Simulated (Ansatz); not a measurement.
Zinc-blende InAs, treated with LDA (Ansatz, a first-principles code, PAW).

Total energies, extrapolated to zero smearing (they compare only within this program, potentials and cutoff):

```tsv
system	energy (eV/atom)
zinc-blende InAs, relaxed	-5115.6233
body-centred tetragonal In	-5457.1646
rhombohedral A7 As	-4773.6716
```

Question: Work out the formation enthalpy per atom.

Answer: ΔH_f ≈ ΔE = -5115.6233 − [1 × (-5457.1646) + 1 × (-4773.6716)]/2 = -0.205 eV/atom (0 K, no vibrations). The reference value is -0.31 eV/atom (measured, 298 K, no zero-point or thermal correction; as tabulated in Zhang et al. (2018), doi:10.1038/s41524-018-0065-z), a difference of +0.105 eV/atom.

Spin–orbit coupling is left out; its size isn't shown.

The PAW data were made under PBE.
